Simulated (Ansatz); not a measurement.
Input file:

```yaml
crystal:
  periodic: [false, false, false]
  atoms:
    - {symbol: N, position_ang: [0.000000, 0.087442, 1.404202]}
    - {symbol: Se, position_ang: [0.000000, -0.033435, -0.238981]}
    - {symbol: H, position_ang: [0.000000, 1.404116, -0.792013]}
basis:
  gaussian: {orbitals: cc-pVDZ}
magnetization: {spin_polarized: false, initial_magnetization: 2}
correlation: {method: ccsdtq, electrons: outside_noble_gas}
```

```sh
$ ansatz run in.yaml --threads 2 --pin off --events-out ev --progress --plain --max-ram 24576MiB --backend cuda --devices 0, --max-vram 18GiB
```

The program prints:

```
905 factors; integrals over basis functions are off by at most 1.5e-7 eV
mean field evaluation 1: about -66793.7289 eV, gradient 2.1e1 eV
mean field evaluation 2: about -66793.7598 eV, gradient 2.1e1 eV
mean field evaluation 4: about -66796.3430 eV, gradient 3.8e0 eV
mean field evaluation 8: about -66796.7173 eV, gradient 7.4e-1 eV
mean field evaluation 16: about -66796.7218 eV, gradient 1.6e-6 eV
mean field evaluation 32: about -66793.5227 eV, gradient 2.1e-3 eV
mean field evaluation 64: about -66794.0063 eV, gradient 2.7e1 eV
mean field evaluation 96: about -66793.7481 eV, gradient 8.0e-1 eV
mean field evaluation 128: about -66788.5828 eV, gradient 2.3e1 eV
mean field evaluation 160: about -66787.3629 eV, gradient 1.2e0 eV
...
mean field -66796.72184959 eV, -2454.7342515283 hartree, gradient 1.6e-6 eV, S^2 2.000000; 7 other end points of the search recorded, 0 dependent functions left out
determinant -66796.72184959 eV, -2454.7342515283 hartree, with singles and doubles -66803.98076151 eV, -2455.0010116211 hartree
determinant -66793.75118163 eV, -2454.6250814943 hartree, with singles and doubles -66800.95406992 eV, -2454.8897827565 hartree
determinant -66793.52268520 eV, -2454.6166844055 hartree, with singles and doubles -66800.75028339 eV, -2454.8822937399 hartree
15 core orbitals not correlated: weight in the atoms' cores, before any rotation towards them, 0.999 or more for the frozen orbitals, at most 0.000 for the correlated occupied ones
reference -66796.72184959 eV, -2454.7342515283 hartree; 7, 5 occupied and 24, 26 virtual orbitals, 905 factors
second order -6.18154037 eV of doubles, -0.17147398 eV of singles
...
cycle  12  -7.51951240 eV  change   -5.9e-5 eV  update   1.1e-4
cycle  13  -7.51949975 eV  change    1.3e-5 eV  update   6.7e-5
cycle  14  -7.51952277 eV  change   -2.3e-5 eV  update   3.8e-5
cycle  15  -7.51956253 eV  change   -4.0e-5 eV  update   2.3e-5
cycle  16  -7.51955320 eV  change    9.3e-6 eV  update   1.2e-5
cycle  17  -7.51954791 eV  change    5.3e-6 eV  update   7.2e-6
cycle  18  -7.51953957 eV  change    8.3e-6 eV  update   4.0e-6
cycle  19  -7.51953740 eV  change    2.2e-6 eV  update   2.3e-6
cycle  20  -7.51953796 eV  change   -5.5e-7 eV  update   1.4e-6
cycle  21  -7.51953851 eV  change   -5.5e-7 eV  update   8.0e-7
Total energy: -66804.24138810 eV, -2455.0105894716 hartree
```

Ran on 2 threads of AMD EPYC 7R13 with a shared H100 80 GB, shared host: 60 s wall, 0.92 GiB peak host memory.
